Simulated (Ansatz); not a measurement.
Reaction (SMILES): F[SiH2]F + 2 [H][H] (H2) → 2 F (HF) + [SiH4] (SiH4)
B3LYP-D3(BJ)/def2-TZVP geometries, fixed; electronic energies without zero-point terms.
Largest species:
```
Si
F 1 1.5916
F 1 1.5916 2 107.98
H 1 1.4696 2 108.50 3 -117.41
H 1 1.4696 4 114.67 2 121.46
```

The energy of full hydrogenation at MP2 with Ansatz (an electronic-structure program), in kcal/mol, split into its Hartree-Fock and correlation parts. Cores are frozen. No added dispersion term, no relativity. Functions are those of the species that has most.

| basis | X | functions | Hartree-Fock | MP2 |
|---|---|---|---|---|
| cc-pV(D+d)Z | 2 | 61 | 46.14 | 50.23 |
| cc-pV(T+d)Z | 3 | 127 | 58.08 | 60.10 |
| cc-pV(Q+d)Z | 4 | 234 | 59.30 | 60.75 |
| cc-pV(5+d)Z | 5 | 392 | 58.90 | 60.41 |

Worked estimate of the basis-set limit from each neighbouring pair, with Hartree-Fock from the larger set and the correlation part extrapolated as X^-3.
Correlation parts: X = 2: 4.09, X = 3: 2.02, X = 4: 1.45, X = 5: 1.51.
- (2,3): (27·(2.02) - 8·(4.09))/19 = 1.15; with Hartree-Fock 58.08 the estimate is 59.23 kcal/mol.
- (3,4): (64·(1.45) - 27·(2.02))/37 = 1.03; with Hartree-Fock 59.30 the estimate is 60.33 kcal/mol.
- (4,5): (125·(1.51) - 64·(1.45))/61 = 1.57; with Hartree-Fock 58.90 the estimate is 60.47 kcal/mol.
The last two estimates differ by 0.14 kcal/mol; the largest set lies 0.06 from the last. Over the last step Hartree-Fock moves by -0.40 and the correlation part by 0.06.
